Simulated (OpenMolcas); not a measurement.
## SiN2H6 (SMILES NN[SiH3]): the vertical energy of the triplet above the singlet from total energies

SiN2H6: 9 atoms, total charge 0, spin state singlet. SMILES: `NN[SiH3]`. The shape is that of a PBE0-D4/def2-TZVP optimisation. This is one conformer, not always the lowest.

Both states at this one shape; open shells run unrestricted unless said. 1 Eh = 27.2114 eV.

| level | program | singlet SiN2H6 (Eh) | triplet SiN2H6 (Eh) |
| --- | --- | --- | --- |
| SVWN5/6-311+G** | OpenMolcas | -400.529074 | -400.341590 |
| M06-L/6-311+G** | OpenMolcas | -402.600121 | -402.387511 |
| B3LYP/6-311+G** | OpenMolcas | -402.645516 | -402.446776 |

Task: Work out the vertical gap, second state less first, at each level.

Result: 
1. SVWN5/6-311+G**: -400.341590 − (-400.529074) = 0.187484 Eh = 5.10 eV.
2. M06-L/6-311+G**: -402.387511 − (-402.600121) = 0.212610 Eh = 5.79 eV.
3. B3LYP/6-311+G**: -402.446776 − (-402.645516) = 0.198740 Eh = 5.41 eV.

No measured value is set beside it here; the levels span 5.10 to 5.79 eV.
